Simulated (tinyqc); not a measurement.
UHF in the sto-6g basis, for CH2, spin multiplicity 3, step by step. One step of it, computed by the program tinyqc.

Task: Iteration 2: DIIS coefficients. Solve [B -1; -1 0][c; lambda] = [0; -1] for the coefficients, which sum to one.

B (overlaps of the stored error matrices):
```
[[1.8648023e-01, -1.9253191e-01],
 [-1.9253191e-01, 8.7917009e-01]]
```

Give: DIIS coefficients.

Result:

DIIS coefficients: [0.739, 0.261]
